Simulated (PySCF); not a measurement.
**Boron: a sound run and one with changed settings**

Sound run: B [He] 2s2 2p1, B⁺ [He] 2s2. All numbers are calculated (PySCF 2.14, the spin-free X2C one-electron Hamiltonian (Gaussian nucleus), in x2c-SVPall (3s2p1d, 14 functions)). The sound run starts from symmetry-adapted Hartree-Fock orbitals and uses a fine grid where one is needed.

Changed run: 26 angular points. This setting is unsound on purpose.

| species | method | sound run (hartree) | changed run (hartree) | converged |
| --- | --- | --- | --- | --- |
| B | UHF | -24.50721 | -24.50721 | yes |
| B | B3LYP | -24.64158 | -24.64139 | yes |
| B | BP86 | -24.62860 | -24.62824 | yes |
| B⁺ | UHF | -24.20870 | -24.20870 | yes |
| B⁺ | B3LYP | -24.31760 | -24.31760 | yes |
| B⁺ | BP86 | -24.30501 | -24.30501 | yes |

Ionisation energy of B:

```
method  sound run (eV)  changed run (eV)
   UHF           8.123             8.123
 B3LYP           8.816             8.811
  BP86           8.805             8.795
```

A coarse angular grid integrates products of high-l functions wrongly, so density functionals can shift, and the SCF can exploit the error; Hartree-Fock and MP2 need no grid.

For comparison, NIST gives 8.298 eV between the lowest levels.
